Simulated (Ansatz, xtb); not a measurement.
## Relative energy of two structures of BH3Si2

Structure I is a singlet given by its coordinates and structure II is `B1[Si][SiH2]1`, a singlet. Both are isolated molecules in the gas phase, relaxed with r2SCAN-D4/def2-SVP.

I (Å):

```json
{"atom": "B", "x (Å)": "-1.0817", "y (Å)": "0.9357", "z (Å)": "-0.8557"}
{"atom": "Si", "x (Å)": "1.2786", "y (Å)": "-1.4405", "z (Å)": "1.4176"}
{"atom": "Si", "x (Å)": "0.1727", "y (Å)": "0.0187", "z (Å)": "0.3000"}
{"atom": "H", "x (Å)": "-1.9207", "y (Å)": "0.2935", "z (Å)": "-1.4360"}
{"atom": "H", "x (Å)": "-1.0084", "y (Å)": "2.1320", "z (Å)": "-0.9803"}
{"atom": "H", "x (Å)": "-0.0382", "y (Å)": "-1.6737", "z (Å)": "0.3901"}
```

Close contacts (Å): B1–Si3 1.94, Si2–Si3 2.15, B1–H4 1.21, B1–H5 1.20, Si2–H6 1.69, Si3–H6 1.71.

II (Å):

```json
{"atom": "B", "x (Å)": "-0.1492", "y (Å)": "-0.9536", "z (Å)": "0.1451"}
{"atom": "Si", "x (Å)": "-1.4317", "y (Å)": "-0.6043", "z (Å)": "-1.1472"}
{"atom": "Si", "x (Å)": "-0.2701", "y (Å)": "1.1122", "z (Å)": "-0.2201"}
{"atom": "H", "x (Å)": "0.6678", "y (Å)": "-1.2425", "z (Å)": "0.9763"}
{"atom": "H", "x (Å)": "0.8016", "y (Å)": "1.4015", "z (Å)": "0.7899"}
{"atom": "H", "x (Å)": "-0.6604", "y (Å)": "2.4526", "z (Å)": "-0.7609"}
```

Problem. Estimate E(II) − E(I) at the level CCSD(T)/def2-TZVPP.

Solution. Calculated at CCSD(T)/def2-TZVPP: E(II) − E(I) = −8.4 kcal/mol, so structure II lies lower.

How the difference moves with the method:

```json
{"level": "r2SCAN-D4/def2-SVP", "geometry": "r2SCAN-D4/def2-SVP", "E(II) − E(I) (kcal/mol)": "−8.3", "departure from the last row (kcal/mol)": "+0.1", "job, with rough time for the two": "optimisation, 2.9 min"}
{"level": "HF/def2-TZVPP", "geometry": "r2SCAN-D4/def2-SVP", "E(II) − E(I) (kcal/mol)": "−5.6", "departure from the last row (kcal/mol)": "+2.8", "job, with rough time for the two": "part of the CCSD(T) run"}
{"level": "MP2/def2-TZVPP", "geometry": "r2SCAN-D4/def2-SVP", "E(II) − E(I) (kcal/mol)": "−12.3", "departure from the last row (kcal/mol)": "−3.9", "job, with rough time for the two": "part of the CCSD(T) run"}
{"level": "CCSD(T)/def2-TZVPP", "geometry": "r2SCAN-D4/def2-SVP", "E(II) − E(I) (kcal/mol)": "−8.4", "departure from the last row (kcal/mol)": "", "job, with rough time for the two": "single point, 84 s"}
```

The levels shown agree on the order. The largest departure from CCSD(T)/def2-TZVPP is that of MP2/def2-TZVPP, 3.9 kcal/mol. Levels run at GFN2-xTB geometries aren't shown.

With harmonic frequencies from r2SCAN-D4/def2-SVP (ideal gas, rigid rotor, one conformer each, 298.15 K, 1 atm): on the last row, ΔE + ΔZPE = −8.4 kcal/mol. A mode under 50 cm⁻¹ makes harmonic enthalpies and free energies unreliable, so none is given.

The T1 diagnostic of structure I is large, so the coupled-cluster value is less sure. The correlated steps freeze 11 core orbitals. Programs: Ansatz 0.2.0; the last row on 1 thread of Intel(R) Xeon(R) Processor @ 2.50GHz (Skylake/Cascade Lake) on a shared host.
